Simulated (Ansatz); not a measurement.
C₃H₅ClO, SMILES `ClCC1CO1`. Total charge 0; spin multiplicity 1.

```xyz
10

Cl   -0.892   -2.260    0.324
C     0.447   -1.084    0.308
C    -0.086    0.305    0.463
C    -0.383    1.124   -0.703
O     0.801    1.331    0.055
H     1.114   -1.348    1.128
H     0.977   -1.188   -0.638
H    -0.622    0.501    1.389
H    -0.232    0.707   -1.696
H    -1.125    1.914   -0.628
```

(1) What are the harmonic wavenumbers in cm⁻¹ at PBE0-D4/def2-TZVP (Ansatz, finite differences of forces, unscaled)? (Estimate.)

(2) Is this a minimum?

(3) Give the ideal-gas thermochemistry at 298.15 K and 1 bar (rigid rotor, harmonic oscillator; point group C1, symmetry number 1).

(4) And at 400, 500, 600, 800 and 1000 K?

(5) Rotational constants (cm⁻¹)?

Answers

(1) Computed: 92, 212, 374, 415, 779, 845, 885, 909, 1005, 1073, 1125, 1160, 1178, 1214, 1279, 1308, 1448, 1483, 1536, 3100, 3110, 3138, 3165, 3202.

(2) Yes, all 24 modes are real.

(3) Zero-point energy 203.6 kJ/mol; H(298) − E = 219.7 kJ/mol; entropy 311.7 J/(mol·K), of which translation 165.3, rotation 109.8, vibration 36.6; G(298) − E = 126.8 kJ/mol. Modes under 100 cm⁻¹ are hindered rotations or soft bends, so the harmonic entropy is rough.

(4) 
```
T (K)  H − E (kJ/mol)  S (J/mol/K)  G − E (kJ/mol)
  400           228.9        338.2            93.7
  500           240.0        362.9            58.6
  600           252.8        386.2            21.1
  800           282.4        428.6           -60.4
 1000           315.8        465.8          -150.0
```

(5) 0.4451, 0.06764, 0.06302.
